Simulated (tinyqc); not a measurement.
Worked calculation: Pariser-Parr-Pople SCF with singles CI, for the molecule Nc1cccs1 (SMILES; centres numbered as the heavy atoms are written). One step of it, computed by the program tinyqc.

Problem. Iteration 3: orbitals and new P. Diagonalise F (the basis is taken as orthonormal) and form P = 2 sum c c over the lowest orbitals; 0.5 of the old P is kept.

F (eV):
```
           1N         2C         3C         4C         5C         6S
1N  -7.811326  -3.193904   0.664109  -0.035016  -0.380477   0.501771
2C  -3.193904  -6.714904  -4.443319   0.349357   0.970584  -3.329871
3C   0.664109  -4.443319  -4.733668  -4.814229  -0.233244   0.645751
4C  -0.035016   0.349357  -4.814229  -5.309799  -4.779579   0.643214
5C  -0.380477   0.970584  -0.233244  -4.779579  -6.297050  -3.947381
6S   0.501771  -3.329871   0.645751   0.643214  -3.947381  -8.168494
```

pi electrons, sum of z_r less the charge = 8

P after iteration 2:
```
           1N         2C         3C         4C         5C         6S
1N   1.875644   0.254515  -0.249024   0.018317   0.199025  -0.186475
2C   0.254515   1.469766   0.572852  -0.126566  -0.351625   0.357747
3C  -0.249024   0.572852   1.017747   0.670888   0.084511  -0.229704
4C   0.018317  -0.126566   0.670888   0.960424   0.661802  -0.228744
5C   0.199025  -0.351625   0.084511   0.661802   1.037943   0.515406
6S  -0.186475   0.357747  -0.229704  -0.228744   0.515406   1.638476
```

Give: orbital energies; P after iteration 3.

Solution.

orbital energies (eV): -14.031  -10.968  -9.906  -7.256  0.829  2.298

P after iteration 3:
```
        1N      2C      3C      4C      5C      6S
1N   1.857   0.299  -0.268   0.018   0.200  -0.213
2C   0.299   1.368   0.617  -0.124  -0.356   0.419
3C  -0.268   0.617   1.055   0.656  -0.017  -0.222
4C   0.018  -0.124   0.656   1.016   0.678  -0.260
5C   0.200  -0.356  -0.017   0.678   1.117   0.529
6S  -0.213   0.419  -0.222  -0.260   0.529   1.587
```
